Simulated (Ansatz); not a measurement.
System: diamond-structure Ge. Method: G0W0@HSE06 in Ansatz (plane waves, hard PAW, contour deformation, complete-basis limit).

Run with largest k mesh 8×8×8 (not extrapolated in the mesh).

Cell (measured lattice):

```cif
data_Ge2
_chemical_formula_sum 'Ge2'
_space_group_name_H-M_alt 'P 1'
_space_group_IT_number 1
_cell_length_a 4.00081
_cell_length_b 4.00081
_cell_length_c 4.00081
_cell_angle_alpha 60.000
_cell_angle_beta 60.000
_cell_angle_gamma 60.000
loop_
_space_group_symop_operation_xyz
  'x, y, z'
loop_
_atom_site_label
_atom_site_type_symbol
_atom_site_fract_x
_atom_site_fract_y
_atom_site_fract_z
_atom_site_occupancy
Ge1 Ge 0.00000 0.00000 0.00000 1
Ge2 Ge 0.25000 0.25000 0.25000 1
```

What does this level give for the band gap?


- band gap = 0.95 eV (indirect)

Measured, for comparison: band gap 0.79 eV (measured zero-point renormalisation of 52 meV added back here; inputs from Miglio et al. (2020), arXiv:2011.12765).

Note: filled d or f shells below the valence bands can shift G0W0 gaps through exchange with them, which wasn't tested here; GW on a hybrid start was not checked against another program; cell and atoms aren't relaxed at this level; the gap holds a correction of -0.01 eV to the complete basis.

Spin–orbit coupling is not included.

Ansatz is an electronic-structure program.
